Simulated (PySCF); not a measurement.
Gas-phase reaction: 4 Si(CH3)4 = 4 (CH3)3Si + C4H10 (isobutane) + 2 H

Method: PySCF energies plus ideal-gas RRHO corrections (1 bar). † marks an energy on the PBE0/def2-TZVP geometry and frequencies. Open shells (unrestricted): (CH3)3Si (multiplicity 2), H (multiplicity 2); the rest are closed-shell singlets. B3LYP is the form with VWN-RPA correlation. (CH3)3Si: computed as isolated molecules; such fragments, hydroxides, amides, oligomers or adducts are transient or little studied in the gas. The harmonic model lacks anharmonicity and excited electronic states, which grow with temperature; levels with a mode under 35 cm⁻¹ are left out. Internal rotation in Si(CH3)4, (CH3)3Si, C4H10 (isobutane) is treated as a harmonic vibration of one conformer, which makes the entropy rough.

```tsv
level	ΔE electronic, kJ	ΔH°(298 K), kJ	ΔS°(298 K), J/K	ΔG°(1600 K), kJ
B3LYP/def2-TZVP†	1243	1203	445	501
HF/def2-TZVP†	1023	983	445	281
M06-2X/def2-TZVP†	1264	1223	445	522
r2SCAN/def2-TZVP†	1236	1196	445	495
LDA/def2-TZVP†	1333	1293	445	592
ωB97X-V/def2-TZVP†	1309	1269	445	567
```
ΔH° is lowest at HF/def2-TZVP† and highest at LDA/def2-TZVP†. No reference value is set beside these.
